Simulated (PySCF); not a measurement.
C4H4O2.
SMILES: `O=c1cc1CO`

Computed with MP2 and CCSD/aug-cc-pVDZ in PySCF, restricted Hartree–Fock reference, frozen core, non-relativistic, gas phase, PBE0-D3(BJ)/def2-SVP geometry.

E(HF) = -303.47212 Eh.

Q: How large is the problem?

A: 174 basis functions and 44 electrons; 6 orbitals frozen, which leaves o = 16 correlated occupied and v = 152 virtual orbitals. That is o·v = 2432 singles and o·v(o·v + 1)/2 = 2958528 distinct closed-shell doubles amplitudes before symmetry; the costliest CCSD step grows as o²v⁴ = 1.4 × 10^11.

Q: What are the MP2 and CCSD correlation energies?

A: MP2 -0.9164 Eh and CCSD -0.9438 Eh, which gives totals of -304.38855 and -304.41595 Eh. That is 0.803 eV for each correlated electron at CCSD (2478 kJ/mol in all, 0.310 % of the total energy); MP2 gives 97.1 % of the CCSD value.

Q: What is the T1 diagnostic?

A: 0.0153, below the customary warning level of 0.02. It is the norm of the spatial-orbital singles amplitudes over the root of the number of correlated electrons, so the norm is 0.087.

Q: How does correlation change the dipole moment?

A: HF gives 4.77 D and CCSD (unrelaxed density) 4.06 D, a change of -0.71 D.

No triples correction and no basis-set extrapolation were made.

The job also held the EOM ionisation roots. Hardware: x86-64 server, one thread (shared host). Cost: 6.3 min.

Conformer computed: `[O:1]=[c:2]1[cH:3][c:4]1[CH2:5][OH:6]`: C3–C4–C5–O6 164°, H–O6–C5–C4 51°.

One conformer stands for the species.
